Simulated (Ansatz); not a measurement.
## SiH3O (SMILES O[SiH2]): methods side by side

SiH3O has 5 atoms, charge 0, and is taken as a doublet. SMILES: `O[SiH2]`. The coordinates come from a GFN2-xTB relaxation. This is one conformer, not always the lowest.

Quantity: the electronic atomisation energy, in eV. The values are calculated. Electronic energies at fixed atoms, without zero-point motion or spin-orbit coupling.

```tsv
level	kind	program	value (eV)	less FCI/STO-3G
U-r2SCAN/STO-3G	meta-GGA	Ansatz	17.67	+3.20
UB3LYP/STO-3G	global hybrid	Ansatz	17.64	+3.17
U-wB97M-V/STO-3G	range-separated hybrid	Ansatz	18.01	+3.54
U-wB97X/STO-3G	range-separated hybrid	Ansatz	17.25	+2.78
UCCSD/STO-3G	coupled cluster or CI	Ansatz	14.41	-0.06
UCCSDT/STO-3G	coupled cluster or CI	Ansatz	14.47	0.00
UCCSDTQ/STO-3G	coupled cluster or CI	Ansatz	14.47	0.00
FCI/STO-3G	exact in the basis	Ansatz	14.47	0.00
```

FCI/STO-3G is exact within its basis and frozen core, so for wave-function methods in that basis the difference is their error; functionals converge differently with the basis, so for them it is only a difference. The values span 14.41 to 18.01 eV. All rows use very small basis sets, so none should be taken for the real molecule's value.
